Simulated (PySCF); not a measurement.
Compound: NH₃.
Geometry (GFN2-xTB, Å), atoms numbered from 1 in this order:
```
atom  x, y, z in Å
N1     0.0056    0.0027    0.2693
H2     0.9245   -0.1961   -0.1068
H3    -0.6303   -0.7005   -0.0865
H4    -0.2895    0.8987   -0.0989
```

Computed, not measured: B3LYP/pcSseg-0 in PySCF (dipole) on a GFN2-xTB geometry, gas phase.

Masses are those of the commonest isotopes; rigid-rotor values at the optimised geometry. 

(1) Give the principal moments of inertia and the rotational constants in cm⁻¹.

(2) What kind of rotor is it?

(3) What does the inertial defect say?

(4) Give the other two planar moments, Paa and Pbb, and the rms extents of the mass along the axes.

(5) Where do the R-branch lines fall?

(6) Estimate the classical rotational partition function at 200 K and 500 K.

## Answers

(1) Ia = 1.68, Ib = 1.68, Ic = 2.69 u·Å²; 505379 MHz·u·Å²/I gives 300662, 300485 and 187609 MHz, that is A = 10.02902, B = 10.02308, C = 6.25797 cm⁻¹.

(2) An oblate symmetric top, as the point group C3v requires two equal moments; the computed ones differ by 0.06 % because the geometry is symmetric only within the optimiser's tolerance. Ray's parameter κ = (2B − A − C)/(A − C) = 0.997; −1 is the prolate and +1 the oblate limit.

(3) Not planar: Δ = Ic − Ia − Ib = -0.67 u·Å². For a rigid frame Δ = −2 Σ m c², so Σ m c² = 0.33 u·Å² lies off the ab plane: 0.28 from hydrogen and 0.06 from heavier atoms. The atom farthest from that plane is 0.30 Å away.

(4) Paa = Σ m a² = (Ib + Ic − Ia)/2 = 1.35 and Pbb = Σ m b² = (Ia + Ic − Ib)/2 = 1.35 u·Å². With the mass M = 17.03 u, the rms extents √(P/M) along a, b and c are 0.28, 0.28, 0.14 Å.

(5) The dipole of 2.13 D lies along the symmetry axis, so ΔK = 0 and J+1 ← J falls at 2B(J+1) for every K: 601.15 GHz, 1202.29 GHz, 1803.44 GHz, 2404.59 GHz, 3005.73 GHz for J = 0 to 4. Inversion tunnelling, which a rigid rotor lacks, splits the real lines of ammonia.

(6) Point group C3v, symmetry number σ = 3; q = (√π/σ)·√((kT/h)³/(ABC)), k/h = 20836.6 MHz/K: 38.6 at 200 K, 153 at 500 K.

Whether it is a minimum is left open (no frequencies). No vibrational averaging or centrifugal distortion is included, and the geometry carries the error of its method.
